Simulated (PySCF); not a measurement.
Geometries of 2 isomers of C2H4O3S, from PBE0-D3(BJ)/def2-SVP geometry optimisation, gas phase in PySCF. One conformer each, no zero-point energy, no frequencies.

**Question.** Which isomer lies lower at this level?
A.
```xyz
10
angstrom
O      2.472    0.462   -0.129
S      1.565   -0.368   -0.913
O      0.674   -1.279    0.166
C     -0.572   -0.685    0.502
C     -0.553    0.705   -0.121
O      0.220    0.537   -1.301
H     -1.380   -1.305    0.081
H     -0.675   -0.649    1.597
H     -0.077    1.447    0.541
H     -1.548    1.060   -0.418
```
B.
```xyz
10
angstrom
C      1.605    0.455   -0.150
C      0.581    0.102    0.621
S     -0.817   -0.713   -0.075
O     -0.648   -0.814   -1.514
O     -1.134   -1.849    0.755
O     -1.988    0.377    0.202
H      1.576    0.267   -1.227
H      2.491    0.931    0.277
H      0.522    0.237    1.705
H     -2.066    0.931   -0.590
```

**Answer.** A. That is ethylene sulfite, `O=S1OCCO1`, 19.6 kcal/mol below the other.

| SMILES | atoms numbered as above | E (Eh) | relative (kcal/mol) | relative (kJ/mol) | dipole (D) |
| --- | --- | --- | --- | --- | --- |
| O=S1OCCO1 | [O:1]=[S:2]1[O:3][CH2:4][CH2:5][O:6]1 | -701.59880 | 0.0 | 0.0 | 3.29 |
| C=CS(=O)(=O)O | [CH2:1]=[CH:2][S:3](=[O:4])(=[O:5])[OH:6] | -701.56755 | 19.6 | 82.0 | 4.29 |

As drawn, the higher has an O–H bond and a C=C bond outside aromatic rings, which the lower lacks.
